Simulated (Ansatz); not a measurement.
Two isomers of C3H5NO: A = `N=CC1CO1`, B = `NC1=C(O)C1`.

Calculated with Ansatz (gas phase, PBE0-D4/def2-TZVP geometries, no zero-point term in ΔE). CCSD(T)/CBS is the MP2 limit (def2-TZVPP, def2-QZVPP) plus CCSD(T) − MP2 in def2-TZVPP, frozen cores. Functionals use def2-TZVPP. B3LYP here is the variant with VWN-RPA as its local correlation; programs differ in this. One conformer a species, not always the lowest.

Question: Which isomer does CCSD(T)/CBS put lower? Give the gap. (Estimate.)

Answer: Computed: A, by 91.1 kJ/mol.

Question: Give E(B) − E(A) in kJ/mol with CCSD/def2-TZVPP, B3LYP, MP2/def2-TZVPP, r2SCAN-D4, B2PLYP, CCSD(T)/def2-TZVPP, CCSD(T)/def2-SVP. (Estimate.)

Answer: The calculation gave: CCSD/def2-TZVPP 97.6, B3LYP 85.4, MP2/def2-TZVPP 85.6, r2SCAN-D4 84.3, B2PLYP 89.1, CCSD(T)/def2-TZVPP 97.3, CCSD(T)/def2-SVP 95.5. None reverses the order clearly.

Question: Does the order hold for the free energy at 298.15 K (harmonic terms from PBE0-D4)? (Estimate.)

Answer: The calculation gave: Yes: G(B) − G(A) = +87.3 kJ/mol, for one conformer each.

Largest T1 diagnostic: 0.012.

Leaving LDA and LC-ωPBE aside and taking each functional with its dispersion term where it has one, the values, not all of them listed here, spread over 18.0 kJ/mol, from PBE-D4 to ωB97X-V. LDA lies −20.3 kJ/mol from PBE without D4. From r2SCAN to r2SCAN0 (25 % exact exchange), in def2-TZVPP and without D4, E(B) − E(A) moves by −4.0 kJ/mol.
